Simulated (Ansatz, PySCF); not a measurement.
Species: methane, CH4, net charge 0, singlet state. 
Coordinates optimised at B3LYP-D3(BJ)/def2-TZVP (Ansatz, a quantum-chemistry and plane-wave program):
```
C
H 1 1.0892
H 1 1.0892 2 109.47
H 1 1.0892 2 109.47 3 120.00
H 1 1.0892 2 109.47 3 -120.00
```
Charge 0, spin multiplicity 1.

Total electronic energies in hartree. Valence correlation only, unless marked. Spin-orbit coupling is left out. Non-relativistic. Basis-set limits of correlation are two-point, X^-3; Hartree-Fock from the larger set. The bracket is a focal-point correction in the basis named.

| level | program | energy (Eh) |
|---|---|---|
| HF/STO-3G | Ansatz | -39.72674 |
| HF/def2-SVPD | Ansatz | -40.16989 |
| HF/def2-TZVPPD | Ansatz | -40.21444 |
| HF-D4/def2-TZVPD | PySCF + dftd4 | -40.21741 |
| RI-HF/aug-cc-pVQZ | Ansatz | -40.21620 |
| SVWN5/def2-TZVPD | Ansatz | -40.11634 |
| BLYP/def2-TZVPD | Ansatz | -40.50006 |
| B97M-V/def2-TZVPD | Ansatz | -40.52846 |
| PBE0/def2-QZVPP | Ansatz | -40.47812 |
| r2SCANh/def2-TZVPD | Ansatz | -40.49831 |
| CAM-B3LYP/def2-TZVPD | Ansatz | -40.50344 |
| wB97M-V/def2-TZVPD | Ansatz | -40.49098 |
| MP2/STO-3G | Ansatz | -39.78275 |
| MP2/aug-cc-pVTZ | Ansatz | -40.41444 |
| RI-MP2/def2-TZVPPD | Ansatz | -40.41273 |
| SCS-MP2/cc-pVDZ | Ansatz | -40.36590 |
| SCS-MP2/def2-SVP | Ansatz | -40.33692 |
| SCS-MP2/def2-TZVPP | Ansatz | -40.42032 |
| CCSD/def2-QZVPP | Ansatz | -40.44413 |
| CCSD/CBS(cc-pVTZ,cc-pVQZ) | Ansatz | -40.4508 |
| CCSD(T)/cc-pVQZ | Ansatz | -40.45088 |
| RI-MP2/CBS(aug-cc-pVTZ,aug-cc-pVQZ)+[CCSD(T)-MP2]/aug-cc-pVDZ | Ansatz | -40.4626 |
| CCSD(T)/CBS(def2-TZVPPD,def2-QZVPPD) | Ansatz | -40.4581 |

Totals of different functionals don't rank their quality; only differences between species are comparable.
